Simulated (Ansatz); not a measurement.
The input, for Ansatz 0.2.0:

```yaml
crystal:
  periodic: [false, false, false]
  atoms:
    - {symbol: B, position_ang: [-1.573009, 0.000000, 0.000000]}
    - {symbol: H, position_ang: [-2.169742, 1.033571, 0.000000]}
    - {symbol: H, position_ang: [-2.169742, -1.033571, 0.000000]}
    - {symbol: H, position_ang: [0.213991, 0.000000, 0.000000]}
    - {symbol: F, position_ang: [1.113991, 0.000000, 0.000000]}
basis:
  gaussian: {orbitals: STO-3G}
magnetization: {spin_polarized: false, initial_magnetization: 1}
correlation: {method: ccsdtq, electrons: outside_noble_gas}
accuracy: high
output: {forces: true}
```

```sh
$ ansatz run in.yaml --threads 1 --pin off --events-out ev --progress --plain --max-ram 2393MiB
```

Roughly how long does this take on 1 thread of AMD EPYC 9R45, shared host, and how much host memory?

89 s wall and 0.99 GiB.

```
198 factors; integrals over basis functions are off by at most 5.9e-8 eV
mean field evaluation 1: about -3371.1096 eV, gradient 1.8e1 eV
mean field evaluation 2: about -3371.1406 eV, gradient 1.9e1 eV
mean field evaluation 4: about -3373.3386 eV, gradient 8.7e-1 eV
mean field evaluation 8: about -3373.3423 eV, gradient 6.5e-5 eV
mean field evaluation 16: about -3373.3042 eV, gradient 7.9e-2 eV
mean field evaluation 32: about -3371.0251 eV, gradient 3.9e-4 eV
mean field -3373.34228444 eV, -123.9680424198 hartree, gradient 5.5e-9 eV, S^2 0.750000; 1 other end points of the search recorded, 0 dependent functions left out
determinant -3373.34228444 eV, -123.9680424198 hartree, with singles and doubles -3375.07294485 eV, -124.0316430166 hartree
determinant -3371.02514366 eV, -123.8828890668 hartree, with singles and doubles -3373.12361167 eV, -123.9600063437 hartree
2 core orbitals not correlated: weight in the atoms' cores, before any rotation towards them, 1.000 or more for the frozen orbitals, at most 0.000 for the correlated occupied ones
reference -3373.34228444 eV, -123.9680424198 hartree; 7, 6 occupied and 4, 5 virtual orbitals, 198 factors
second order -1.13565591 eV of doubles, -0.01952293 eV of singles
cycle   1  -1.51463123 eV  change   -3.6e-1 eV  update   4.8e-2
cycle   2  -1.73032589 eV  change   -2.2e-1 eV  update   2.1e-2
cycle   3  -1.74146399 eV  change   -1.1e-2 eV  update   6.2e-3
cycle   4  -1.74379485 eV  change   -2.3e-3 eV  update   3.3e-3
...
cycle  33  -1.74424598 eV  change  -8.9e-11 eV  update   1.1e-7
cycle  34  -1.74424598 eV  change  -2.3e-10 eV  update   3.6e-8
cycle  35  -1.74424598 eV  change  -3.1e-10 eV  update   4.6e-8
cycle  36  -1.74424598 eV  change  -1.9e-10 eV  update   4.3e-8
cycle  37  -1.74424598 eV  change  -7.7e-10 eV  update   2.2e-8
cycle  38  -1.74424598 eV  change  -9.3e-11 eV  update   5.4e-9
cycle  39  -1.74424598 eV  change  -3.9e-11 eV  update   7.9e-9
cycle  40  -1.74424598 eV  change  -2.4e-11 eV  update   2.3e-9
cycle  41  -1.74424598 eV  change  -6.7e-12 eV  update   2.6e-9
cycle  42  -1.74424598 eV  change  -5.1e-12 eV  update   1.2e-9
the calculation of the forces begins
Total energy: -3375.08653043 eV, -124.0321422774 hartree
Atom 0 at    -1.573009     0.000000     0.000000 Å, force    -1.395634     0.000000    -0.000000 eV/Å
Atom 1 at    -2.169742     1.033571     0.000000 Å, force     0.285235    -0.050492    -0.000000 eV/Å
Atom 2 at    -2.169742    -1.033571     0.000000 Å, force     0.285235     0.050492     0.000000 eV/Å
Atom 3 at     0.213991     0.000000     0.000000 Å, force    -6.686163    -0.000000    -0.000000 eV/Å
Atom 4 at     1.113991     0.000000     0.000000 Å, force     7.511327     0.000000     0.000000 eV/Å
Dipole moment:    -0.286283    -0.000000     0.000000 e Å
```

Forces (eV/Å):
```
B   -1.396  0.000  0.000
H    0.285 -0.050  0.000
H    0.285  0.050  0.000
H   -6.686  0.000  0.000
F    7.511  0.000  0.000
```
